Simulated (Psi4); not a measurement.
**BH3SO (SMILES OBS): levels of theory compared**

Aim: a comparison of 6 runs (HF/STO-3G, PBE0/3-21G, PBE0/def2-SVP, B97-3c/def2-mTZVP, FNO-MP3/heavy-aug-cc-pVDZ) of BH3SO. 

The results are computed with Psi4 1.11.

4 further runs of the same task are left out: 4 set aside as unsound or not needed.

## 1. Starting point

BH3SO has 6 atoms, charge 0, and is taken as a singlet. SMILES: `OBS`. The shape is that of a PBE0-D4/def2-TZVP optimisation. This is one conformer, not always the lowest.

Bond lengths: O1–B2 1.351 Å, B2–S3 1.813 Å, O1–H4 0.961 Å, B2–H5 1.193 Å, S3–H6 1.340 Å. Angles: O1–B2–S3 121.4°, O1–B2–H5 118.0°, S3–B2–H5 120.6°, B2–O1–H4 115.3°, B2–S3–H6 96.0°.

## 2. Energy and gradient at HF/STO-3G (run 1)

input.dat reads:

```
memory 1600 mb

molecule {
  O     -1.104400    -0.090400    -1.001800
  B      0.054600     0.169700    -0.358100
  S      0.336900    -0.392500     1.342100
  H     -1.753100    -0.587100    -0.495400
  H      0.894300     0.783600    -0.941900
  H      1.571700     0.116600     1.455100
  symmetry c1
}

set basis STO-3G
set puream true
set e_convergence 1e-09
set d_convergence 1e-08
set scf_type pk

gradient("hf")
```

The run is started by

```sh
$ psi4 input.dat output.dat -n 1
```

output.dat:

```text
[...]
  Running in c1 symmetry.
[...]
  Nuclear repulsion =   88.768868479857858
[...]
  Multiplicity = 1
[...]
  Nalpha       = 16
  Nbeta        = 16
[...]
    Number of basis functions: 22
[...]
   @RHF iter   1:  -493.13280168629177   -1.91841e+00   1.34747e-02 ADIIS/DIIS
[...]
   @RHF iter  10:  -493.20207662805529   -7.38964e-13   5.79376e-09 DIIS
[...]
    Orbital Energies [Eh]
    ---------------------
    Doubly Occupied:
       1A    -90.734943     2A    -20.294871     3A     -8.639120
       4A     -7.422488     5A     -6.271652     6A     -6.269144
       7A     -6.267015     8A     -1.304534     9A     -0.897451
      10A     -0.682140    11A     -0.544631    12A     -0.514058
      13A     -0.449618    14A     -0.427769    15A     -0.336874
      16A     -0.280859
[...]
  @RHF Final Energy:  -493.20207662805529
   => Energetics <=
    Nuclear Repulsion Energy =             88.7688684798578578
    One-Electron Energy =                -861.2675534319538428
    Two-Electron Energy =                 279.2966083240407329
    Total Energy =                       -493.2020766280552948
[...]
 Multipole Moments:
 ------------------------------------------------------------------------------------
     Multipole            Electronic (a.u.)      Nuclear  (a.u.)        Total (a.u.)
 ------------------------------------------------------------------------------------
 L = 1.  Multiply by 2.5417464519 to convert [e a0] to [Debye]
 Dipole X            :         -0.8719578            0.7897433           -0.0822146
 Dipole Y            :         -0.6130761            0.4809352           -0.1321409
 Dipole Z            :          0.5462891           -0.3111451            0.2351440
 Magnitude           :                                                    0.2819807
[...]
  -Total Gradient:
     Atom            X                  Y                   Z
    ------   -----------------  -----------------  -----------------
       1       -0.029701609858    -0.020816437006     0.018411167095
       2       -0.002092033449     0.002072215507    -0.007387789187
       3       -0.008475993770    -0.010529655588     0.016572416294
       4        0.015302794902     0.014493641558    -0.018794689018
       5        0.015935236928     0.010575975413    -0.008439956377
       6        0.009031605253     0.004204260114    -0.000361148814
[...]
```

It took 2.3 s on 1 thread of Intel Xeon Platinum 8259CL at 2.50GHz (Skylake/Cascade Lake), shared host; peak memory 0.24 GiB.

## 3. Energy and forces at PBE0/3-21G (run 2)

job.py reads:

```python
import psi4

psi4.set_memory('1600 MB')
psi4.set_num_threads(1)
psi4.core.set_output_file('bh3os.out', False)

geom = psi4.geometry("""
0 1
O
B 1 1.35103
S 2 1.812855 1 121.38104
H 1 0.96123 2 115.30373 3 0.00851
H 2 1.192808 1 118.02145 4 -179.99987
H 3 1.340404 2 96.01164 5 0.00237
symmetry c1
""")

psi4.set_options({
    'basis': '3-21G',
    'reference': 'rks',
    'puream': True,
    'e_convergence': 1e-09,
    'd_convergence': 1e-08,
    'scf_type': 'pk',
    'dft_radial_points': 99,
    'dft_spherical_points': 590,
})

energy_value, wavefunction = psi4.gradient("pbe0", return_wfn=True)
psi4.oeprop(wavefunction, "WIBERG_LOWDIN_INDICES", "MULLIKEN_CHARGES", "DIPOLE", title="PBE0")
print('gradient / Eh bohr^-1')
print(energy_value.np.round(6))
print(f'energy = {wavefunction.energy():.10f} Eh')
```

The run is started by

```sh
$ python job.py
```

bh3os.out, cut to the lines that bear on the results:

```text
[...]
  Running in c1 symmetry.
[...]
  Nuclear repulsion =   88.768869337371655
[...]
  Multiplicity = 1
[...]
  Nalpha       = 16
  Nbeta        = 16
[...]
    Number of basis functions: 37
[...]
   @RKS iter   1:  -497.23673281137525   -2.82709e-01   1.28974e-02 DIIS/ADIIS
[...]
   @RKS iter  10:  -497.33292145538809   -2.78533e-12   6.95671e-09 DIIS
[...]
  @RKS Final Energy:  -497.33292145538809
   => Energetics <=
    Nuclear Repulsion Energy =             88.7688693373716546
    One-Electron Energy =                -861.5936978136130620
    Two-Electron Energy =                 305.0903664902372157
    DFT Exchange-Correlation Energy =     -29.5984594693838297
    Empirical Dispersion Energy =           0.0000000000000000
    VV10 Nonlocal Energy =                  0.0000000000000000
    Total Energy =                       -497.3329214553880888
[...]
  -Total Gradient:
     Atom            X                  Y                   Z
    ------   -----------------  -----------------  -----------------
       1        0.000004135616    -0.019987401110     0.005654095572
       2       -0.000012680824    -0.013848730962    -0.013073902387
       3        0.000003731707     0.012200975627     0.000812398764
       4        0.000001667630     0.021842488953     0.018488277745
       5        0.000003677288     0.001270192788     0.001652377017
       6       -0.000000534750    -0.001465740987    -0.013530848890
[...]
 Multipole Moments:
 ------------------------------------------------------------------------------------
     Multipole            Electronic (a.u.)      Nuclear  (a.u.)        Total (a.u.)
 ------------------------------------------------------------------------------------
 L = 1.  Multiply by 2.5417464519 to convert [e a0] to [Debye]
 Dipole X            :         -0.0002297            0.0001539           -0.0000758
 Dipole Y            :         -0.8848684            0.7517472           -0.1331212
 Dipole Z            :         -0.6450848            0.6218363           -0.0232485
 Magnitude           :                                                    0.1351361
[...]
  Mulliken Charges: (a.u.)
   Center  Symbol    Alpha    Beta     Spin     Total
       1     O     4.26851  4.26851  0.00000 -0.53701
       2     B     2.41026  2.41026  0.00000  0.17947
       3     S     8.10346  8.10346  0.00000 -0.20692
[...]
```

The script printed:

```text
gradient / Eh bohr^-1
[[ 4.0000e-06 -1.9987e-02  5.6540e-03]
 [-1.3000e-05 -1.3849e-02 -1.3074e-02]
 [ 4.0000e-06  1.2201e-02  8.1200e-04]
 [ 2.0000e-06  2.1842e-02  1.8488e-02]
 [ 4.0000e-06  1.2700e-03  1.6520e-03]
 [-1.0000e-06 -1.4660e-03 -1.3531e-02]]
energy = -497.3329214554 Eh
```

Run time: 11 s. Hardware: 1 thread of Intel Xeon Platinum 8259CL at 2.50GHz (Skylake/Cascade Lake), shared host; peak memory 0.52 GiB.

## 4. Energy and forces at PBE0/def2-SVP (run 3)

calc.inp reads:

```
memory 1600 mb

molecule system {
  O     -1.104400    -0.090400    -1.001800
  B      0.054600     0.169700    -0.358100
  S      0.336900    -0.392500     1.342100
  H     -1.753100    -0.587100    -0.495400
  H      0.894300     0.783600    -0.941900
  H      1.571700     0.116600     1.455100
  symmetry c1
  no_reorient
  no_com
}

set {
  basis                def2-SVP
  puream               true
  e_convergence        1e-09
  d_convergence        1e-08
  scf_type             pk
  dft_radial_points    99
  dft_spherical_points 590
}

energy_value, wavefunction = gradient('pbe0', return_wfn=True)
oeprop(wavefunction, 'DIPOLE', 'QUADRUPOLE', 'LOWDIN_CHARGES', title='PBE0')
```

The run is started by

```sh
$ psi4 -i calc.inp -o calc.out -n 1
```

calc.out:

```text
[...]
  Running in c1 symmetry.
[...]
  Nuclear repulsion =   88.768868479857858
[...]
  Multiplicity = 1
[...]
  Nalpha       = 16
  Nbeta        = 16
[...]
    Number of basis functions: 61
[...]
   @RKS iter   1:  -499.53387545915780   -2.82897e-01   9.63046e-03 DIIS/ADIIS
[...]
   @RKS iter  11:  -499.68600999269927   -2.16005e-12   4.63902e-09 DIIS
[...]
    Orbital Energies [Eh]
    ---------------------
    Doubly Occupied:
       1A    -89.004741     2A    -19.239884     3A     -8.006988
       4A     -6.832248     5A     -5.948533     6A     -5.944379
       7A     -5.941509     8A     -1.054718     9A     -0.761123
      10A     -0.594306    11A     -0.479195    12A     -0.431539
      13A     -0.395406    14A     -0.391201    15A     -0.320682
      16A     -0.284297
[...]
  @RKS Final Energy:  -499.68600999269927
   => Energetics <=
    Nuclear Repulsion Energy =             88.7688684798578578
    One-Electron Energy =                -864.5998039922840235
    Two-Electron Energy =                 305.8135038119837077
    DFT Exchange-Correlation Energy =     -29.6685782922567540
    Empirical Dispersion Energy =           0.0000000000000000
    VV10 Nonlocal Energy =                  0.0000000000000000
    Total Energy =                       -499.6860099926992689
[...]
  -Total Gradient:
     Atom            X                  Y                   Z
    ------   -----------------  -----------------  -----------------
       1       -0.002913463619    -0.001783496458     0.001151413373
       2        0.006143257298     0.003482361148    -0.001746126956
       3        0.003226174053     0.001854730736    -0.001006950196
       4        0.001170729134     0.001065979827    -0.001328380110
       5       -0.003968489602    -0.003170633658     0.003413551631
       6       -0.003653185025    -0.001443235802    -0.000492022546
[...]
 Multipole Moments:
 ------------------------------------------------------------------------------------
     Multipole            Electronic (a.u.)      Nuclear  (a.u.)        Total (a.u.)
 ------------------------------------------------------------------------------------
 L = 1.  Multiply by 2.5417464519 to convert [e a0] to [Debye]
 Dipole X            :          4.5826379           -4.6466476           -0.0640097
 Dipole Y            :         10.9105350          -11.0390241           -0.1284891
 Dipole Z            :        -21.8380497           22.0842844            0.2462347
 Magnitude           :                                                    0.2850231
 L = 2.  Multiply by 1.3450342976 to convert [e a0^2] to [Debye ang]
 Quadrupole XX       :        -79.4395615           64.0359754          -15.4035861
 Quadrupole XY       :         -0.6071407            2.2946837            1.6875431
[...]
```

Wall time 15 s (1 thread of Intel Xeon Platinum 8259CL at 2.50GHz (Skylake/Cascade Lake), shared host); peak memory 0.75 GiB.

Runs 4 to 5 aren't shown in full; the table further down has their settings and results.

## 5. A single-point energy at FNO-MP3/heavy-aug-cc-pVDZ (run 6)

bh3os.dat reads:

```
memory 1600 mb

molecule {
  0 1
  O
  B 1 1.35103
  S 2 1.812855 1 121.38104
  H 1 0.96123 2 115.30373 3 0.00851
  H 2 1.192808 1 118.02145 4 -179.99987
  H 3 1.340404 2 96.01164 5 0.00237
  units angstrom
  no_reorient
  no_com
}

set {
  basis       heavy-aug-cc-pVDZ
  reference   rhf
  scf_type    pk
  freeze_core true
  mp_type     conv
}

e_tot = energy("fno-mp3")
```

The run is started by

```sh
$ psi4 bh3os.dat bh3os.out -n 1
```

bh3os.out:

```text
[...]
  Running in c1 symmetry.
[...]
  Nuclear repulsion =   88.768869337371655
[...]
  Multiplicity = 1
[...]
  Nalpha       = 16
  Nbeta        = 16
[...]
    Number of basis functions: 88
[...]
   @RHF iter   1:  -498.82336027832554   -6.58868e-01   5.04847e-03 DIIS/ADIIS
[...]
   @RHF iter  12:  -498.91988286438783   -2.27374e-12   3.79462e-09 DIIS
[...]
    Orbital Energies [Eh]
    ---------------------
    Doubly Occupied:
       1A    -91.959887     2A    -20.597118     3A     -8.965051
       4A     -7.665001     5A     -6.647081     6A     -6.645719
       7A     -6.644235     8A     -1.389897     9A     -0.988733
      10A     -0.781003    11A     -0.647872    12A     -0.589394
      13A     -0.559558    14A     -0.538068    15A     -0.445448
      16A     -0.393717
[...]
  @RHF Final Energy:  -498.91988286438783
   => Energetics <=
    Nuclear Repulsion Energy =             88.7688693373716546
    One-Electron Energy =                -864.4619437599694720
    Two-Electron Energy =                 276.7731915582100441
    Total Energy =                       -498.9198828643878301
[...]
 Multipole Moments:
 ------------------------------------------------------------------------------------
     Multipole            Electronic (a.u.)      Nuclear  (a.u.)        Total (a.u.)
 ------------------------------------------------------------------------------------
 L = 1.  Multiply by 2.5417464519 to convert [e a0] to [Debye]
 Dipole X            :         -0.0002300            0.0001539           -0.0000761
 Dipole Y            :         -0.9537558            0.7517472           -0.2020087
 Dipole Z            :         -0.5136155            0.6218363            0.1082209
 Magnitude           :                                                    0.2291708
[...]
      * MP2 total energy:                   -499.348810903719
[...]
      * MP2 total energy:                   -499.348810903719
[...]
      * MP3 total energy:                   -499.373691759510
[...]
```

Wall time 15 s (1 thread of Intel Xeon Platinum 8259CL at 2.50GHz (Skylake/Cascade Lake), shared host); peak memory 0.64 GiB.

## 6. Overview of the runs

| run | level | integration grid | task | energy (Eh) | dipole moment (D) | HOMO energy (eV) | LUMO energy (eV) | wall time |
| --- | --- | --- | --- | --- | --- | --- | --- | --- |
| 1 | HF/STO-3G | – | gradient | -493.202077 | 0.72 | -7.64 | 8.60 | 2.3 s |
| 2 | PBE0/3-21G | 99 radial × 590 angular | gradient | -497.332921 | 0.34 | -7.90 | 0.31 | 11 s |
| 3 | PBE0/def2-SVP | 99 radial × 590 angular | gradient | -499.686010 | 0.72 | -7.74 | 0.28 | 15 s |
| 4 | B97-3c/def2-mTZVP (density fitting, ddCOSMO benzene) | 75 radial × 302 angular | energy | -500.042774 | 0.66 | -6.62 | -0.80 | 13 s |
| 5 | B97-3c/def2-mTZVP (density fitting, Cartesian functions, ddCOSMO benzene) | 75 radial × 302 angular | energy | -500.043949 | 0.66 | -6.62 | -0.80 | 16 s |
| 6 | FNO-MP3/heavy-aug-cc-pVDZ | – | energy | -499.373692 | – | -10.71 | 1.41 | 15 s |

## 7. Outcome

```
                                          quantity          value
                               run 6: total energy  -499.37369 Eh
        run 6: HOMO energy (Hartree–Fock orbitals)      -10.71 eV
        run 6: LUMO energy (Hartree–Fock orbitals)        1.41 eV
      run 6: HOMO–LUMO gap (Hartree–Fock orbitals)       12.12 eV
run 6: correlation energy (7 core orbitals frozen)     -453.8 mEh
```

What this shows: Over runs 1, 2, 3, 4, 5 the dipole moment (its size) runs from 0.34 D (PBE0/3-21G) to 0.72 D (PBE0/def2-SVP). Over runs 1, 2, 3, 4, 5 the HOMO–LUMO gap runs from 5.82 eV (B97-3c/def2-mTZVP) to 16.24 eV (HF/STO-3G). The two ends differ in method and basis and solvent. Totals of different functionals can't be ranked against each other. In run 1 the basis is minimal, so the values are rough. All runs together took 72 s, the longest 16 s.
